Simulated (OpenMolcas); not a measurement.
## C4H4 (1-buten-3-yne): methods side by side

C4H4 has 8 atoms, charge 0, and is taken as a singlet. As SMILES, `C#CC=C`. The coordinates come from a PBE0-D4/def2-TZVP relaxation.

```xyz
8

C    -1.0914    1.5802   -0.8943
C    -0.3444    0.8360   -0.3151
C     0.5573   -0.0100    0.3789
C     0.4476   -1.3363    0.4339
H    -1.7573    2.2312   -1.4094
H     1.3797    0.4857    0.8883
H     1.1696   -1.9293    0.9813
H    -0.3612   -1.8576   -0.0636
```

Each level gives the dipole moment (D). The values are calculated.

Measured value to compare with: NIST CCCBDB gives the dipole moment of the gas as 0.22 D.

```
         level             kind     program  value (D)  computed − measured  CPU time
    HF/cc-pVDZ     Hartree–Fock  OpenMolcas       0.49                +0.27       6 s
 SVWN5/cc-pVDZ              LDA  OpenMolcas       0.34                +0.12      22 s
   PBE/cc-pVDZ              GGA  OpenMolcas       0.34                +0.12      33 s
revPBE/cc-pVDZ              GGA  OpenMolcas       0.34                +0.12      33 s
  TPSS/cc-pVDZ         meta-GGA  OpenMolcas       0.34                +0.12      46 s
 B3LYP/cc-pVDZ    global hybrid  OpenMolcas       0.36                +0.14      31 s
M06-2X/cc-pVDZ  hybrid meta-GGA  OpenMolcas       0.39                +0.17      40 s
  PBE0/cc-pVDZ    global hybrid  OpenMolcas       0.39                +0.17      29 s
```

Nearest: SVWN5/cc-pVDZ (+0.12 D), PBE/cc-pVDZ (+0.12 D), revPBE/cc-pVDZ (+0.12 D), TPSS/cc-pVDZ (+0.12 D); farthest: HF/cc-pVDZ (+0.27 D). The measured dipole is a vibrational average, so differences of a few hundredths of a debye mean little. Computed less measured by kind, in D (cc-pVDZ rows): Hartree–Fock +0.27; LDA +0.12; GGA +0.12 to +0.12; meta-GGA +0.12; global hybrid +0.14 to +0.17. Magnitudes only: a small dipole may point the other way at some levels. Times are those of the runs behind each value, whatever else they computed, on shared processors of several kinds: orders of magnitude only.
